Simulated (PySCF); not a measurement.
Compound: dimethyl carbonate, C₃H₆O₃.
Bonds: C1–O2, O2–C3, C3–O4 (double), C3–O5, O5–C6. Hydrogens: H7, H8, H9 on C1; H10, H11, H12 on C6.

The same species was optimised twice, with GFN2-xTB and with PBE0-D3(BJ)/def2-SVP (PySCF), and the same property calculations (PySCF, gas phase) were run on both structures.

```json
{"coordinate": "O5–C6 (Å)", "GFN2-xTB": "1.422", "PBE0-D3(BJ)/def2-SVP": "1.415", "change": "-0.007"}
{"coordinate": "C1–O2 (Å)", "GFN2-xTB": "1.422", "PBE0-D3(BJ)/def2-SVP": "1.415", "change": "-0.007"}
{"coordinate": "O2–C3 (Å)", "GFN2-xTB": "1.333", "PBE0-D3(BJ)/def2-SVP": "1.328", "change": "-0.005"}
{"coordinate": "C3–O5 (Å)", "GFN2-xTB": "1.333", "PBE0-D3(BJ)/def2-SVP": "1.328", "change": "-0.005"}
{"coordinate": "C3=O4 (Å)", "GFN2-xTB": "1.198", "PBE0-D3(BJ)/def2-SVP": "1.202", "change": "+0.004"}
{"coordinate": "O2–C3–O5 (°)", "GFN2-xTB": "108.9", "PBE0-D3(BJ)/def2-SVP": "108.5", "change": "-0.4"}
{"coordinate": "O2–C3–O4 (°)", "GFN2-xTB": "125.5", "PBE0-D3(BJ)/def2-SVP": "125.8", "change": "+0.3"}
{"coordinate": "O4–C3–O5 (°)", "GFN2-xTB": "125.5", "PBE0-D3(BJ)/def2-SVP": "125.7", "change": "+0.2"}
{"coordinate": "C1–O2–C3 (°)", "GFN2-xTB": "115.1", "PBE0-D3(BJ)/def2-SVP": "115.3", "change": "+0.2"}
{"coordinate": "C3–O5–C6 (°)", "GFN2-xTB": "115.2", "PBE0-D3(BJ)/def2-SVP": "115.2", "change": "0.0"}
{"coordinate": "C1–O2–C3–O4 (°)", "GFN2-xTB": "0", "PBE0-D3(BJ)/def2-SVP": "0", "change": "0"}
{"coordinate": "O2–C3–O5–C6 (°)", "GFN2-xTB": "180", "PBE0-D3(BJ)/def2-SVP": "180", "change": "0"}
```

Rotational constants: A = 10616, B = 2370, C = 1986 MHz (GFN2-xTB) against A = 10549, B = 2386, C = 1996 MHz (PBE0-D3(BJ)/def2-SVP). Atoms that the bonding makes alike are paired by their places after alignment.

On the GFN2-xTB structure: HOMO (eV) -8.42 [PBE0/pcSseg-1]; LUMO (eV) 1.24 [PBE0/pcSseg-1]; dipole (D) 0.27 [PBE0/pcSseg-1]; GIAO shielding of C1/C6 (mean) (ppm) 130.5 [PBE0/pcSseg-1]; GIAO shielding of O2/O5 (mean) (ppm) 192.4 [PBE0/pcSseg-1]; GIAO shielding of C3 (ppm) 22.3 [PBE0/pcSseg-1]; GIAO shielding of O4 (ppm) 24.7 [PBE0/pcSseg-1].

What do these properties become on the PBE0-D3(BJ)/def2-SVP structure?

```
                                    property          level  on GFN2-xTB  on PBE0-D3(BJ)/def2-SVP  change
                                   HOMO (eV)  PBE0/pcSseg-1        -8.42                    -8.42    0.00
                                   LUMO (eV)  PBE0/pcSseg-1         1.24                     1.21   -0.03
                                  dipole (D)  PBE0/pcSseg-1         0.27                     0.34   +0.07
energy, GFN2-xTB geometry as zero (kcal/mol)  PBE0/pcSseg-1          0.0                      0.0     0.0
        GIAO shielding of C1/C6 (mean) (ppm)  PBE0/pcSseg-1        130.5                    130.2    -0.3
        GIAO shielding of O2/O5 (mean) (ppm)  PBE0/pcSseg-1        192.4                    193.5    +1.1
                  GIAO shielding of C3 (ppm)  PBE0/pcSseg-1         22.3                     22.4    +0.1
                  GIAO shielding of O4 (ppm)  PBE0/pcSseg-1         24.7                     24.7     0.0
```

The heavy atoms differ by 0.009 Å rms after alignment. Among bonds between heavy atoms C1–O2 and O5–C6 change most and about equally (-0.007 Å). Changes are differences of the printed values. Neither structure is proved a minimum here.

Shape of the structure used: `[CH3:1][O:2][C:3](=[O:4])[O:5][CH3:6]`: C1–O2–C3–O4 0°, O2–C3–O5–C6 180°.
